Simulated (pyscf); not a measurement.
Optimised with ωB97X-D3(BJ)/def2-SVP in PySCF.

Task: Estimate the classical barrier height and the reaction energy of H₃C–SiH•–CH₃ + H₂ → H₃C–SiH₂–CH₃ + H• at ωB97M-D3(BJ)/def2-TZVP. The step runs on the doublet surface, breaks H–H and forms H–Si; take the separated reactants as zero.

Result: ΔE‡ = 0.60 eV, ΔE = +0.41 eV. Zero-point energy shifts the barrier by -0.05 eV. It is a hydrogen abstraction, with an imaginary mode of 909i cm⁻¹. One saddle was located; it need not be the lowest between these sides. The angle at the transferred H is 176°.
